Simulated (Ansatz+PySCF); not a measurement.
A calculation with PySCF 2.14.0.

```python
from pyscf import gto, dft

mol = gto.M(atom="""
O 0.000000 0.000000 -0.179490
H 0.000000 1.131260 0.717970
H 0.000000 -1.131260 0.717970
""", basis='cc-pvdz', charge=0, spin=0)
mf = dft.RKS(mol, xc='pbe0')
mf.kernel()
print(mf.converged, mf.e_tot, mf.spin_square()[0])
```

The script is written out from the run's settings.

Output:

```json
{
 "Converged": "yes",
 "Total energy": "-76.16789 hartree",
 "Spin squared of the determinant": "0.000",
 "Cycles": "9"
}
```
